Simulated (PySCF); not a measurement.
Gas-phase reaction: 2 Al(CH3)3 ⇌ 2 AlH3 + 3 C2H4

Energies from PySCF, thermal terms from the rigid-rotor harmonic-oscillator model, ideal gas at 1 bar. † marks an energy on the PBE0/def2-TZVP geometry and frequencies; other levels use their own. MP2 freezes the core. 6-31G* has spherical d functions here. All species are closed-shell singlets. B3LYP is the form with VWN-RPA correlation. Methyl groups turn as free rotors in Al(CH3)3. AlH3: computed as isolated molecules; such fragments, hydroxides, amides, oligomers or adducts are transient or little studied in the gas. MP2 isn't extrapolated to the basis-set limit; its ΔH°(298 K) is 528.3 kJ in def2-SVP and 569.2 kJ in def2-TZVPP. The harmonic model lacks anharmonicity and excited electronic states, which grow with temperature; levels with a mode under 35 cm⁻¹ are left out.

| level | ΔE electronic, kJ | ΔH°(298 K), kJ | ΔS°(298 K), J/K | ΔG°(600 K), kJ |
|---|---|---|---|---|
| B3LYP/6-31G* | 543 | 493 | 378 | 267 |
| M06-2X/def2-TZVP† | 630 | 584 | 376 | 361 |
| MP2/def2-SVP† | 574 | 528 | 376 | 304 |
| MP2/def2-TZVPP† | 615 | 569 | 376 | 345 |
| PBE0/def2-QZVP† | 623 | 577 | 376 | 353 |
| r2SCAN/def2-TZVP† | 623 | 577 | 376 | 353 |
| ωB97M-V/def2-TZVP† | 596 | 550 | 376 | 327 |
| ωB97X-V/def2-TZVP† | 599 | 553 | 376 | 329 |
ΔH° is lowest at B3LYP/6-31G* and highest at M06-2X/def2-TZVP†. No reference value is set beside these.
